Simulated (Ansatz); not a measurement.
# AlH₅OSi (SMILES [OH][AlH][SiH3]): functionals against CCSD(T) at one geometry

One table from this session's results is given with a row withheld; the runs are named, their logs left out.

Method: single points in def2-TZVPP; program: Ansatz 0.2.0, Gaussian basis.

Cores are frozen in the correlated methods.

## Starting geometry

SMILES `[OH][AlH][SiH3]`, 8 atoms, charge 0, spin multiplicity 1.

Atoms are counted from 1 here; the program's logs count them from 0.

Bond lengths: O1–Al2 1.633 Å, O1–H4 0.990 Å, Al2–Si3 2.450 Å, Al2–H5 1.571 Å, Si3–H6 1.497 Å, Si3–H7 1.436 Å, Si3–H8 1.424 Å. Angles: Al2–O1–H4 175.9°, O1–Al2–Si3 119.5°, O1–Al2–H5 115.3°, Si3–Al2–H5 125.2°, Al2–Si3–H6 111.5°, Al2–Si3–H7 114.1°, Al2–Si3–H8 110.7°, H6–Si3–H7 106.0°, H6–Si3–H8 105.9°, H7–Si3–H8 108.2°.

Geometry (Å):

```mol
AlH5OSi
  3D, bonds by distance, orders not assigned

  8  7  0  0  0  0  0  0  0  0999 V2000
   -1.7964    0.7200   -0.9804 O   0  0
   -0.2725    0.9577   -0.4449 Al  0  0
    0.9100   -0.8710    0.6785 Si  0  0
   -2.7008    0.6063   -1.3660 H   0  0
    0.3344    2.3738   -0.7537 H   0  0
    1.4740   -0.4331    1.9948 H   0  0
    2.0158   -1.4007   -0.0692 H   0  0
    0.0178   -1.9417    0.9720 H   0  0
  1  2  8  0
  1  4  8  0
  2  3  8  0
  2  5  8  0
  3  6  8  0
  3  7  8  0
  3  8  8  0
M  END
```

Set-up of the first run:

run/in.yaml reads:

```yaml
crystal:
  periodic: [false, false, false]
  atoms:
    - {symbol: O, position_ang: [-1.796400, 0.720000, -0.980400]}
    - {symbol: Al, position_ang: [-0.272500, 0.957700, -0.444900]}
    - {symbol: Si, position_ang: [0.910000, -0.871000, 0.678500]}
    - {symbol: H, position_ang: [-2.700800, 0.606300, -1.366000]}
    - {symbol: H, position_ang: [0.334400, 2.373800, -0.753700]}
    - {symbol: H, position_ang: [1.474000, -0.433100, 1.994800]}
    - {symbol: H, position_ang: [2.015800, -1.400700, -0.069200]}
    - {symbol: H, position_ang: [0.017800, -1.941700, 0.972000]}
basis:
  gaussian: {orbitals: def2-TZVPP}
correlation: {method: ccsd_t}
output: {forces: true}
```

The command line of these runs was not kept.

Steps of the session up to this table: CCSD(T)/def2-TZVPP; PBE0-D4/def2-TZVPP; wB97M-V/def2-TZVPP; r2SCAN-D4/def2-TZVPP; PBE-D4/def2-TZVPP; wB97X-V/def2-TZVPP; r2SCAN0-D4/def2-TZVPP.

One of the session's tables, all rows but one given; the rest of the session is left out.

```
    method  RMS force component (eV/Å)  angle to CCSD(T) forces (°)  dipole (D)
   CCSD(T)                       0.956                    reference        1.61
   PBE0-D4                       0.948                          3.5        1.54
   wB97M-V                       0.940                          2.8        1.62
 r2SCAN-D4                           ?                            ?           ?
    PBE-D4                       0.913                          9.7        1.57
   wB97X-V                       0.957                          1.6        1.58
r2SCAN0-D4                       0.963                          5.5        1.57
```

Q: Estimate the row for r2SCAN-D4 from the others.

The run gave: RMS force component (eV/Å): 0.924; angle to CCSD(T) forces (°): 3.0; dipole (D): 1.60. In the column «RMS force component (eV/Å)» it lies between PBE-D4 (0.913) and wB97M-V (0.940).
